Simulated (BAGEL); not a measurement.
# A workflow on SiH3Cl (chlorosilane)

Wanted: a single-point energy (HF/cc-pVDZ), then the energy (NEVPT2(2,2)/cc-pVDZ), then a single-point energy (CASPT2(2,2)/cc-pVDZ) of SiH3Cl (chlorosilane). 

The calculation is run with BAGEL 1.2.2.

**1. The system as given**

The species is SiH3Cl (5 atoms), meant as a singlet with charge 0. SMILES: `[SiH3]Cl`. The coordinates come from a PBE0-D4/def2-TZVP relaxation.

Bond lengths: Si1–Cl2 2.054 Å, Si1–H3 1.481 Å, Si1–H4 1.481 Å, Si1–H5 1.481 Å. Angles: Cl2–Si1–H3 108.5°, Cl2–Si1–H4 108.5°, Cl2–Si1–H5 108.5°, H3–Si1–H4 110.4°, H3–Si1–H5 110.4°, H4–Si1–H5 110.4°.

**2. A single-point energy at HF/cc-pVDZ (density fitting with svp-jkfit) (run 1)**

File input.json:

```json
{ "bagel" : [

{
  "title" : "molecule",
  "basis" : "cc-pvdz.json",
  "df_basis" : "svp-jkfit",
  "geometry" : [
    { "atom" : "Si", "xyz" : [ -0.21165311,  0.03522638, -0.05839632 ] },
    { "atom" : "Cl", "xyz" : [  3.47387976, -0.97029689,  0.62341687 ] },
    { "atom" : "H", "xyz" : [ -1.79694435, -0.92267579,  2.03919968 ] },
    { "atom" : "H", "xyz" : [ -1.01044034, -1.10673511, -2.48480466 ] },
    { "atom" : "H", "xyz" : [ -0.36055974,  2.82589645, -0.19785433 ] }
  ]
},
{
  "title" : "hf"
},
{
  "title" : "print",
  "file" : "orbitals.molden",
  "orbitals" : true
}

]}
```

The basis set cc-pVDZ is read from a file made from the Basis Set Exchange's data (not shown).

Started as:

```sh
BAGEL_NUM_THREADS=1 BAGEL input.json > input.out
```

What it wrote:

```text
* using 1 threads per process

  ===============================================================
  ===============================================================

  *** Geometry ***

  { "atom" : "Si", "xyz" : [     -0.211653,      0.035226,     -0.058396 ] },
  { "atom" : "Cl", "xyz" : [      3.473880,     -0.970297,      0.623417 ] },
  { "atom" : "H", "xyz" : [     -1.796944,     -0.922676,      2.039200 ] },
  { "atom" : "H", "xyz" : [     -1.010440,     -1.106735,     -2.484805 ] },
  { "atom" : "H", "xyz" : [     -0.360560,      2.825896,     -0.197854 ] },

  Number of auxiliary basis functions:      310

  Since a DF basis is specified, we compute 2- and 3-index integrals:
    o Being stored without compression. Storage requirement is 0.006 GB

  Number of basis functions:       51
  Number of electrons      :       34

    * METHOD: MOLECULE                             0.06

  *** RHF ***

  === Nuclear Repulsion ===
    86.3373956146

      * DIIS with orbital gradients will be used.

  === RHF iteration (cc-pvdz.json) ===
      0       -750.18634151          0.00783701           0.01
      1       -750.21868069          0.00272746           0.01
      2       -750.22139231          0.00077004           0.01
      3       -750.22172909          0.00010403           0.01
      4       -750.22173288          0.00003179           0.01
      5       -750.22173324          0.00000573           0.01
      6       -750.22173326          0.00000136           0.01
      7       -750.22173326          0.00000026           0.01
      8       -750.22173326          0.00000006           0.01
      9       -750.22173326          0.00000002           0.01
     10       -750.22173326          0.00000000           0.01
    * SCF iteration converged.

    * Permanent dipole moment:
           (    0.613784,    -0.167532,     0.113637) a.u.

    * METHOD: HF                                   0.22

    * METHOD: PRINT                                0.00

  ===============================================================
```

Wall time 0.52 s (1 thread of Arm Neoverse V2, shared host); peak memory 0.14 GiB.

**3. A single-point energy at NEVPT2(2,2)/cc-pVDZ (density fitting with svp-jkfit) (run 2)**

File job.json:

```json
{ "bagel": [

{
  "title": "molecule",
  "basis": "cc-pvdz.json",
  "df_basis": "svp-jkfit",
  "geometry": [
    { "atom": "Si", "xyz": [    -0.21165311,     0.03522638,    -0.05839632 ] },
    { "atom": "Cl", "xyz": [     3.47387976,    -0.97029689,     0.62341687 ] },
    { "atom": "H", "xyz": [    -1.79694435,    -0.92267579,     2.03919968 ] },
    { "atom": "H", "xyz": [    -1.01044034,    -1.10673511,    -2.48480466 ] },
    { "atom": "H", "xyz": [    -0.36055974,     2.82589645,    -0.19785433 ] }
  ]
},

{
  "title": "hf"
},

{
  "title": "nevpt2",
  "nstate": 1,
  "nact": 2,
  "nclosed": 16,
  "active": [13, 20],
  "maxiter": 200,
  "natocc": true,
  "ncore": 10
},

{
  "title": "print",
  "file": "orbitals.molden",
  "orbitals": true
}

]}
```

The basis set cc-pVDZ is read from a file made from the Basis Set Exchange's data (not shown).

Started as:

```sh
BAGEL_NUM_THREADS=1 BAGEL job.json > job.out
```

What it wrote:

```text
* using 1 threads per process

  ===============================================================
  ===============================================================

  *** Geometry ***

  { "atom" : "Si", "xyz" : [     -0.211653,      0.035226,     -0.058396 ] },
  { "atom" : "Cl", "xyz" : [      3.473880,     -0.970297,      0.623417 ] },
  { "atom" : "H", "xyz" : [     -1.796944,     -0.922676,      2.039200 ] },
  { "atom" : "H", "xyz" : [     -1.010440,     -1.106735,     -2.484805 ] },
  { "atom" : "H", "xyz" : [     -0.360560,      2.825896,     -0.197854 ] },

  Number of auxiliary basis functions:      310

  Since a DF basis is specified, we compute 2- and 3-index integrals:
    o Being stored without compression. Storage requirement is 0.006 GB

  Number of basis functions:       51
  Number of electrons      :       34

    * METHOD: MOLECULE                             0.06

  *** RHF ***

  === Nuclear Repulsion ===
    86.3373956146

      * DIIS with orbital gradients will be used.

  === RHF iteration (cc-pvdz.json) ===
      0       -750.18634151          0.00783701           0.01
      1       -750.21868069          0.00272746           0.01
      2       -750.22139231          0.00077004           0.01
      3       -750.22172909          0.00010403           0.01
      4       -750.22173288          0.00003179           0.01
      5       -750.22173324          0.00000573           0.01
      6       -750.22173326          0.00000136           0.01
      7       -750.22173326          0.00000026           0.01
      8       -750.22173326          0.00000006           0.01
      9       -750.22173326          0.00000002           0.01
     10       -750.22173326          0.00000000           0.01
    * SCF iteration converged.

    * Permanent dipole moment:
           (    0.613784,    -0.167532,     0.113637) a.u.

    * METHOD: HF                                   0.20

    * freezing 10 orbitals
  ---------------------------
      CASSCF calculation
  ---------------------------

    ==== Active orbitals : =====
         Orbital 13
         Orbital 20
    ============================

    * nstate   :      1
    * nclosed  :     16
    * nact     :      2
    * nvirt    :     33
  === CASSCF iteration (cc-pvdz.json) ===

    * Using the second-order algorithm

      0  0      -750.22241535     1.74e-04      0.01

      1  0      -750.22294306     1.68e-04      0.08

      2  0      -750.22370805     2.21e-04      0.08

      3  0      -750.22562919     4.19e-04      0.08

      4  0      -750.23391788     1.43e-03      0.07

      5  0      -750.23508391     1.11e-04      0.08

      6  0      -750.23509700     2.29e-05      0.07

      7  0      -750.23509724     6.07e-06      0.08

      8  0      -750.23509725     1.46e-06      0.08

      9  0      -750.23509725     3.32e-07      0.08

     10  0      -750.23509725     7.38e-08      0.09

     11  0      -750.23509725     1.62e-08      0.10

     12  0      -750.23509725     3.54e-09      0.08

    * Second-order optimization converged. *

     guess   0:   closed 1.                   open ..

  === FCI iteration ===

      0  0      -750.22158026     6.95e-02      0.00
      1  0      -750.23508583     1.55e-03      0.00
      2  0 *    -750.23509725     1.03e-15      0.00

     * ci vector, state   0, <S^2> = 0.0000
       2.     0.9953070036
       .2    -0.0967676013

  === DF-NEVPT2 calculation ===

    * 3-index integral transformation done
    * assembly done

      NEVPT2 correlation energy:   -0.2243927688      0.02

          (+0)     -0.1942426173
          (+0)'    -0.0029405702
          (+1)     -0.0046258829
          (+1)'    -0.0000000000
          (+2)     -0.0001460669
          (-1)     -0.0124767465
          (-1)'     0.0000000000
          (-2)     -0.0099608849

      NEVPT2 total energy:       -750.4594900145

    * METHOD: NEVPT2                               1.08

    * METHOD: PRINT                                0.00

  ===============================================================
```

It took 1.6 s on 1 thread of Arm Neoverse V2, shared host; peak memory 0.14 GiB.

**4. A single-point energy at CASPT2(2,2)/cc-pVDZ (density fitting with svp-jkfit) (run 3)**

File job.json:

```json
{ "bagel": [

{
  "title": "molecule",
  "basis": "cc-pvdz.json",
  "df_basis": "svp-jkfit",
  "geometry": [
    { "atom": "Si", "xyz": [ -0.21165311,  0.03522638, -0.05839632 ] },
    { "atom": "Cl", "xyz": [  3.47387976, -0.97029689,  0.62341687 ] },
    { "atom": "H", "xyz": [ -1.79694435, -0.92267579,  2.03919968 ] },
    { "atom": "H", "xyz": [ -1.01044034, -1.10673511, -2.48480466 ] },
    { "atom": "H", "xyz": [ -0.36055974,  2.82589645, -0.19785433 ] }
  ]
},
{
  "title": "hf"
},
{
  "title": "casscf",
  "nstate": 1,
  "nact": 2,
  "nclosed": 16,
  "active": [13, 20],
  "maxiter": 200,
  "natocc": true
},
{
  "title": "print",
  "file": "orbitals.molden",
  "orbitals": true
},
{
  "title": "smith",
  "method": "caspt2",
  "ms": true,
  "xms": true,
  "sssr": true,
  "shift": 0.2,
  "shift_imag": true,
  "ncore": 10
}

]}
```

The basis set cc-pVDZ is read from a file made from the Basis Set Exchange's data (not shown).

Started as:

```sh
BAGEL_NUM_THREADS=1 BAGEL job.json > job.out
```

What it wrote:

```text
* using 1 threads per process

  ===============================================================
  ===============================================================

  *** Geometry ***

  { "atom" : "Si", "xyz" : [     -0.211653,      0.035226,     -0.058396 ] },
  { "atom" : "Cl", "xyz" : [      3.473880,     -0.970297,      0.623417 ] },
  { "atom" : "H", "xyz" : [     -1.796944,     -0.922676,      2.039200 ] },
  { "atom" : "H", "xyz" : [     -1.010440,     -1.106735,     -2.484805 ] },
  { "atom" : "H", "xyz" : [     -0.360560,      2.825896,     -0.197854 ] },

  Number of auxiliary basis functions:      310

  Since a DF basis is specified, we compute 2- and 3-index integrals:
    o Being stored without compression. Storage requirement is 0.006 GB

  Number of basis functions:       51
  Number of electrons      :       34

    * METHOD: MOLECULE                             0.06

  *** RHF ***

  === Nuclear Repulsion ===
    86.3373956146

      * DIIS with orbital gradients will be used.

  === RHF iteration (cc-pvdz.json) ===
      0       -750.18634151          0.00783701           0.02
      1       -750.21868069          0.00272746           0.01
      2       -750.22139231          0.00077004           0.01
      3       -750.22172909          0.00010403           0.01
      4       -750.22173288          0.00003179           0.01
      5       -750.22173324          0.00000573           0.01
      6       -750.22173326          0.00000136           0.01
      7       -750.22173326          0.00000026           0.01
      8       -750.22173326          0.00000006           0.01
      9       -750.22173326          0.00000002           0.01
     10       -750.22173326          0.00000000           0.01
    * SCF iteration converged.

    * Permanent dipole moment:
           (    0.613784,    -0.167532,     0.113637) a.u.

    * METHOD: HF                                   0.21

  ---------------------------
      CASSCF calculation
  ---------------------------

    ==== Active orbitals : =====
         Orbital 13
         Orbital 20
    ============================

    * nstate   :      1
    * nclosed  :     16
    * nact     :      2
    * nvirt    :     33
  === CASSCF iteration (cc-pvdz.json) ===

    * Using the second-order algorithm

      0  0      -750.22241535     1.74e-04      0.01

      1  0      -750.22294306     1.68e-04      0.08

      2  0      -750.22370805     2.21e-04      0.08

      3  0      -750.22562919     4.19e-04      0.08

      4  0      -750.23391788     1.43e-03      0.07

      5  0      -750.23508391     1.11e-04      0.08

      6  0      -750.23509700     2.29e-05      0.08

      7  0      -750.23509724     6.07e-06      0.08

      8  0      -750.23509725     1.46e-06      0.08

      9  0      -750.23509725     3.32e-07      0.08

     10  0      -750.23509725     7.38e-08      0.07

     11  0      -750.23509725     1.62e-08      0.10

     12  0      -750.23509725     3.54e-09      0.08

    * Second-order optimization converged. *

     guess   0:   closed 1.                   open ..

  === FCI iteration ===

      0  0      -750.22158026     6.95e-02      0.00
      1  0      -750.23508583     1.55e-03      0.00
      2  0 *    -750.23509725     1.03e-15      0.00

     * ci vector, state   0, <S^2> = 0.0000
       2.     0.9953070036
       .2    -0.0967676013

    * METHOD: CASSCF                               1.00

    * METHOD: PRINT                                0.00

  === SMITH program ===

    * freezing 10 orbitals

    * Approximate memory requirement for SMITH calulation per MPI process:
      o Storage requirement for T-amplitude, lambda, and residual is 0.00 GB
      o Storage requirement for MO integrals is 0.00 GB
    * Calculating and saving rdm4f

    * Zeroth order energy : state  0       -1.0581686951

    * CASPT2 iteration is performed using orthogonal basis

      -------------------------------------------  CASPT2 iteration  ---------------------------------------------------
       #      aibj      arbs      arbi      airj      risj      airs      arst      rist         Etot      error   time
      ------------------------------------------------------------------------------------------------------------------

       0  -0.19400  -0.01207  -0.01269  -0.00536  -0.00022  -0.00253  -0.00000  -0.00000   -0.2268765  0.0018800   0.01
       1  -0.19426  -0.01213  -0.01274  -0.00553  -0.00025  -0.00260   0.00000  -0.00000   -0.2275134  0.0003364   0.01
       2  -0.19427  -0.01213  -0.01275  -0.00554  -0.00025  -0.00260  -0.00000  -0.00000   -0.2275342  0.0000814   0.01
       3  -0.19427  -0.01213  -0.01275  -0.00554  -0.00025  -0.00260   0.00000  -0.00000   -0.2275351  0.0000182   0.01
       4  -0.19427  -0.01213  -0.01275  -0.00554  -0.00025  -0.00260  -0.00000  -0.00000   -0.2275352  0.0000037   0.01
       5  -0.19427  -0.01213  -0.01275  -0.00554  -0.00025  -0.00260  -0.00000  -0.00000   -0.2275352  0.0000007   0.01

      ------------------------------------------------------------------------------------------------------------------

    * CASPT2 energy : state  0     -750.4641393976
        w/o shift correction       -750.4626324547
        reference weight              0.9179364346

    * METHOD: SMITH                                0.12

  ===============================================================
```

Run time: 1.6 s. Hardware: 1 thread of Arm Neoverse V2, shared host; peak memory 0.14 GiB.

**5. Summary of results**

| quantity | value |
| --- | --- |
| run 1, HF/cc-pVDZ: total energy | -750.22173 Eh |
| run 1, HF/cc-pVDZ: dipole moment | 1.64 D |
| run 1, HF/cc-pVDZ: HOMO energy | -12.24 eV |
| run 1, HF/cc-pVDZ: LUMO energy | 3.52 eV |
| run 1, HF/cc-pVDZ: HOMO–LUMO gap | 15.75 eV |
| run 2, NEVPT2(2,2)/cc-pVDZ: total energy | -750.45949 Eh |
| run 3, CASPT2(2,2)/cc-pVDZ: total energy | -750.46414 Eh |
